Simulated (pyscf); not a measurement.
Structures and frequencies: ωB97X-D3(BJ)/def2-SVP in PySCF.

SMILES: [OH][Sn]([F])([Cl])[Cl]
```xyz
6

O      0.6767     0.9371    -0.7700
Sn     0.7795    -0.6320     0.3799
F      1.0653     0.0252     2.1615
Cl    -1.1806    -1.8280     0.3579
Cl     2.5453    -1.9836    -0.1940
H      0.7842     1.7540    -0.2626
```
Charge 0, spin multiplicity 1.

Problem. How much does it cost (ΔH, 298 K, ωB97M-D3(BJ)/def2-TZVP) to split HO–Sn(F)(Cl)–Cl (SMILES [OH][Sn]([F])([Cl])[Cl]) at its F–Sn bond into HO–Sn•(Cl)–Cl + F•?

Solution. F–Sn to HO–Sn•(Cl)–Cl + F•: 106.9 kcal/mol. The 7 functionals that were run give +102.9 (B3LYP-D3(BJ)) to +109.2 kcal/mol (ωB97X-D3(BJ)). Other isomers of HO–Sn•(Cl)–Cl were not searched in full and may lie lower. Left out: the spin-orbit lowering of F. Elements past Kr carry the def2 core potentials, without spin-orbit coupling.
